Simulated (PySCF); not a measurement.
## Gas-phase XPS of CHF2CH2SH, computed

Species: CHF2CH2SH, C2H4F2S.
Geometry (PBE0-D3(BJ)/def2-SVP, Å), atoms numbered from 1 in this order:
```xyz
9
C2H4F2S angstrom
F     -1.3184    1.0195   -0.2211
C     -0.8987   -0.2241    0.1152
F     -1.0921   -0.3841    1.4358
C      0.5557   -0.3934   -0.2523
S      1.6679    0.7783    0.5674
H     -1.5376   -0.9514   -0.4196
H      0.6559   -0.3344   -1.3468
H      0.8848   -1.3960    0.0576
H      1.0825    1.8856    0.0639
```

The calculation used delta-SCF UKS SCAN, pcX-2 on the ionised atom, pcseg-1 elsewhere, spin-free X2C (PySCF). Vertical ΔSCF values, vacuum level as zero.

Q: Give the core binding energies atom by atom.

A: 
```tsv
atom(s)	bonded to	level	binding energy (eV)	above the level's lowest (eV)	count
F1/F3	C	F 1s	693.47	0.00	2
C2	2 F, C and H	C 1s	295.95	+3.80	1
C4	S, C and 2 H	C 1s	292.15	0.00	1
S5	C and H	S 1s	2477.72	0.00	1
```

Lowest listed C 1s: C4, bonded to S, C and 2 H. Highest, 3.80 eV above it: C2, bonded to 2 F, C and H.

Q: Which photon wavelength matches the C 1s of C4 threshold?

A: λ = hc/E = 12398.42 eV Å / 292.15 eV = 42.439 Å.

Q: Which effective nuclear charge Zeff reproduces each element's mean 1s value in the hydrogen-like formula E = 13.606 eV × Zeff²?

A: C (Z = 6): mean 294.0 eV, Zeff = 4.65, Z − Zeff = 1.35; F (Z = 9): mean 693.5 eV, Zeff = 7.14, Z − Zeff = 1.86; S (Z = 16): mean 2477.7 eV, Zeff = 13.49, Z − Zeff = 2.51. Means run over the listed sites, weighted by atom count.

One atom of each set of topologically equivalent atoms was ionised and stands for the set; in this conformer not all members are related by symmetry, and their own values weren't computed. Not every level is listed. One conformer (not necessarily the lowest) at the PBE0-D3(BJ)/def2-SVP geometry, without solvent, vibrations or thermal averaging.
